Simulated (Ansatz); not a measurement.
Relaxation of the cluster BC2 with UKS PBE0-D4/def2-TZVP.

```sh
$ ansatz run in.yaml --threads 4 --pin off --events-out ev --progress --plain --max-ram 3916MiB
```

```yaml
crystal:
  periodic: [false, false, false]
  atoms:
    - {symbol: B, position_ang: [-0.593550, -0.522750, 0.192930]}
    - {symbol: C, position_ang: [0.098500, 0.221890, -0.811890]}
    - {symbol: C, position_ang: [0.495050, 0.300860, 0.618960]}
basis:
  gaussian: {orbitals: def2-TZVP}
magnetization: {spin_polarized: true, initial_magnetization: 1}
hamiltonian: {xc: pbe0, dispersion: d4}
scf: {omitted_lower_state_checks: [starts]}
output: {orbitals: {seedname: orbitals}}
relax: {f_tol: 0.02, max_steps: 100}
```

It took 7 s on 4 threads of Arm Neoverse V1 on a shared host.

Positions (Å) and forces (eV/Å) at steps 1, 2, 3, 4, 6 of 6:

```xyz
3
step=1 energy=-2739.2817 eV
B    -0.594   -0.523    0.193    0.787    0.694   -0.260
C     0.099    0.222   -0.812    0.275   -0.216    2.553
C     0.495    0.301    0.619   -1.062   -0.478   -2.292
3
step=2 energy=-2739.3714 eV
B    -0.592   -0.522    0.193    0.329    0.289   -0.102
C     0.103    0.222   -0.792    0.307   -0.048    1.740
C     0.489    0.299    0.599   -0.636   -0.240   -1.638
3
step=3 energy=-2739.4057 eV
B    -0.599   -0.528    0.195   -0.611   -0.539    0.199
C     0.121    0.228   -0.743   -0.124    0.184   -1.650
C     0.478    0.299    0.548    0.735    0.355    1.451
3
step=4 energy=-2739.4343 eV
B    -0.604   -0.532    0.197    0.143    0.126   -0.047
C     0.119    0.230   -0.760   -0.066   -0.062    0.044
C     0.485    0.303    0.563   -0.077   -0.064    0.003
3
step=6 energy=-2739.4349 eV
B    -0.602   -0.530    0.196    0.000    0.000    0.000
C     0.117    0.229   -0.760    0.000    0.000    0.000
C     0.484    0.301    0.564    0.000    0.000    0.000
```

The charge 0 doublet is spin-contaminated (final ⟨S²⟩ up to 0.98, 0.75 for a pure state). Another isomer (doublet) lies 0.74 eV lower at PBE0-D4/def2-TZVP; other spin states weren't run for this one.
